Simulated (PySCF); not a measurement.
## Orbital picture of CCl⁺

PBE0 at R = 1.539 Å; PySCF, no relativity, basis sets C def2-TZVPPD, Cl def2-TZVPPD. State: ¹Σ⁺ (singlet), closed shell. Only the outer orbitals are listed, counted within each symmetry.

| orbital | occ. | ε (eV) | on C (%) | main shells (%) |
| --- | --- | --- | --- | --- |
| 5σ | 2 | -36.07 | 18 | 75 Cl s, 12 C s |
| 6σ | 2 | -26.06 | 33 | 39 Cl p, 32 C s, 26 Cl s |
| 2π | 2 | -20.74 | 18 | 80 Cl p, 17 C p |
| 2π | 2 | -20.74 | 18 | 80 Cl p, 17 C p |
| 7σ | 2 | -18.60 | 84 | 49 C s, 34 C p, 17 Cl p |
| 3π | 0 | -11.75 | 73 | 73 C p, 19 Cl p |
| 3π | 0 | -11.75 | 73 | 73 C p, 19 Cl p |
| 8σ | 0 | -6.33 | 23 | 38 Cl d, 35 Cl p, 18 C p |

**Question.** Which are the highest filled and the lowest empty level, where do they sit, and how wide is the gap?

**Answer.** Highest filled 7σ at -18.60 eV (in %: 49 C s, 34 C p, 17 Cl p); lowest empty 3π at -11.75 eV (in %: 73 C p, 19 Cl p); the gap at PBE0 is 6.85 eV.

| Item | Value |
| --- | --- |
| bond order (Mayer) | 1.87 |
| ⟨S²⟩ | 0.000 |
| charge on C (Mulliken, basis-dependent) | 0.54 |
| charge on C (Löwdin, basis-dependent) | -0.08 |
| dipole moment (positive dipole points towards Cl; it is taken about the centre of mass and depends on that origin) | 0.19 D |
| polarisability along the bond | 24.6 bohr³ |
| polarisability across the bond | 14.8 bohr³ |
